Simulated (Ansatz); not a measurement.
CClF3 (`FC(F)(F)Cl`), relaxed with RKS PBE0-D4/def2-TZVP in Ansatz 0.2.0 from a PBE-D4/def2-SVP geometry. The force threshold is 0.005 eV/Å; the program also tests the step.

Charge 0, multiplicity 1.

Start:

```xyz
5

F    -1.148   -0.258    0.693
C     0.010   -0.054    0.061
F     0.448   -1.217   -0.428
F     0.905    0.412    0.936
Cl   -0.216    1.117   -1.261
```

Task: By how much does the energy fall, and how many steps does the optimiser take? (An estimate is asked.)

Result: Computed: 0.03 eV, in 4 steps.

Task: Which bonds change most? (Estimate.)

Result: The calculation gave: C2–Cl5 from 1.780 to 1.755 Å; C2–F4 from 1.336 to 1.322 Å; F1–C2 from 1.336 to 1.322 Å; C2–F3 from 1.336 to 1.322 Å.

Task: Give the relaxed structure. (Best estimate.)

Result: Computed: 
```xyz
5

F    -1.135   -0.256    0.686
C     0.010   -0.051    0.057
F     0.443   -1.204   -0.422
F     0.895    0.407    0.926
Cl   -0.213    1.104   -1.247
```
